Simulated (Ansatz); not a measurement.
Geometry optimisation, RHF/def2-SVP (Ansatz 0.2.0).

input.yaml

```yaml
crystal:
  periodic: [false, false, false]
  atoms:
    - { symbol: "N", position_ang: [-0.2145, 1.134, -0.3729] }
    - { symbol: C, position_ang: [0.2178, 0.1637, 0.4038] }
    - { symbol: C, position_ang: [0.2999, -1.118, 0.061] }
    - { symbol: F, position_ang: [0.67267, -2.06596, 0.8797] }
    - { symbol: H, position_ang: [-0.7607, 0.8265, -1.2218] }
    - { symbol: H, position_ang: [-0.7946, 1.8961, 0.1244] }
    - { symbol: H, position_ang: [0.5674, 0.506, 1.3925] }
    - { symbol: H, position_ang: [-0.0841, -1.5285, -0.88504] }
basis:
  gaussian: { orbitals: def2-SVP }
hamiltonian:
  xc: hf
relax:
  f_tol: 0.015
  max_steps: 40
```

Launched with:

```bash
$ ansatz run input.yaml --threads 1 --pin off --max-ram 2048MiB --backend cpu --events-out ev --progress --plain --runs-dir out
```

Q: Where does it end, and by what steps?

A: The run converged. After 6 steps the energy has fallen by 0.438 eV; F4 moved furthest, 0.09 Å.

```
step  energy less start (eV)  largest force component (eV/Å)  accepted
   0                  0.0000                           4.743       yes
   1                 -0.3745                           1.207       yes
   2                 -0.4193                           0.572       yes
   3                 -0.4340                           0.302       yes
   4                 -0.4375                           0.104       yes
   5                 -0.4379                           0.022       yes
   6                 -0.4380                           0.014       yes
```

```xyz
8
Properties=species:S:1:pos:R:3
N -0.248 1.187 -0.398
C 0.189 0.140 0.412
C 0.241 -1.132 0.074
F 0.760 -2.038 0.901
H -0.732 0.901 -1.226
H -0.777 1.879 0.095
H 0.566 0.429 1.386
H -0.094 -1.553 -0.863
```

Whether the end is a true minimum wasn't checked by a vibrational analysis.

Run time: 23 s on 1 thread of Intel(R) Xeon(R) Processor @ 2.50GHz (Skylake/Cascade Lake) (shared host), peak memory 0.14 GiB.
